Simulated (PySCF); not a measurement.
# Frontier orbitals and the lowest excitations

C5H9F.
Numbering: `[CH2:1]=[CH:2][C@H:3]([F:4])[CH2:5][CH3:6]` (hydrogens: H7, H8 on C1; H9 on C2; H10 on C3; H11, H12 on C5; H13, H14, H15 on C6)

Structure used (PBE0-D3(BJ)/def2-SVP), in Å, numbered top down from 1:
```xyz
15
C5H9F angstrom
C      2.629    0.156    0.062
C      1.493    0.293   -0.618
C      0.162    0.556    0.013
F      0.307    0.711    1.377
C     -0.845   -0.553   -0.251
C     -2.202   -0.287    0.376
H      3.575   -0.044   -0.447
H      2.640    0.246    1.151
H      1.481    0.207   -1.711
H     -0.242    1.512   -0.376
H     -0.415   -1.493    0.135
H     -0.937   -0.679   -1.343
H     -2.663    0.626   -0.036
H     -2.895   -1.122    0.197
H     -2.105   -0.151    1.462
```

Level of theory: TDDFT wB97X-D/def2-SVPD, vertical, gas phase, core orbitals frozen in the response (PySCF 2.14.0, density-fitted response routines).

Kohn–Sham orbitals with the atoms that hold most of them (Löwdin shares over 4%, at most four atoms; ? is withheld):

```json
{"orbital": "LUMO+2", "ε (eV)": "2.94", "atoms": "C1 22%, C6 17%, H7 11%, H13 9%"}
{"orbital": "LUMO+1", "ε (eV)": "2.43", "atoms": "C6 14%, C5 13%, C2 12%, C1 10%"}
{"orbital": "LUMO", "ε (eV)": "?", "atoms": "?"}
{"orbital": "HOMO", "ε (eV)": "-9.50", "atoms": "C1 37%, C2 34%, C3 8%, C5 4%"}
{"orbital": "HOMO-1", "ε (eV)": "-11.30", "atoms": "?"}
{"orbital": "HOMO-2", "ε (eV)": "-11.49", "atoms": "F4 21%, C5 20%, C3 15%, C6 12%"}
{"orbital": "HOMO-3", "ε (eV)": "-11.79", "atoms": "C6 26%, C5 22%, H15 14%, H12 12%"}
```

**Question.** Which atoms hold the LUMO, and with what shares?

**Answer.** C1 (bonded to C and 2 H) 35%; C2 (bonded to 2 C and H) 33%; H7 (bonded to C) 6%; H8 (bonded to C) 6%. By element: carbon 68% or more, hydrogen 12% or more.

**Question.** Give the leading atoms of the HOMO-1.

**Answer.** C3 (bonded to 2 C, F and H) 18%; F4 (bonded to C) 17%; C2 (bonded to 2 C and H) 17%; C5 (bonded to 2 C and 2 H) 10%. By element: carbon 45% or more, fluorine 17%.

**Question.** What is the LUMO energy, and the HOMO–LUMO gap?

**Answer.** ε(LUMO) = 1.95 eV; the gap is 11.45 eV (0.4208 hartree).

**Question.** How does S1 compare with the orbital gap of 11.45 eV?

**Answer.** S1 is at 7.50 eV (f = 0.430), 3.95 eV below the gap, made of HOMO→LUMO (90%). Without the coupling terms of the response equations the lowest excitation would equal the gap.

**Question.** One configuration dominates each of S1 and S3. Which, and how do the shares of the two leading atoms of either orbital change from the occupied to the empty one?

**Answer.** 
- S1 (7.50 eV, f 0.430), HOMO→LUMO (90%): C1 37% → 35%, C2 34% → 33%
- S3 (8.10 eV, f 0.0021), HOMO-1→LUMO (82%): C3 18% → at most 6%, F4 17% → at most 6%, C1 at most 11% → 35%, C2 17% → 33%

Hardware: one thread, Intel Xeon at 2.60 GHz (x86_64) (shared host). Cost: 33 s (with the writing of density and orbital grids), 0.82 GiB resident at most.

One conformer stands for the species.
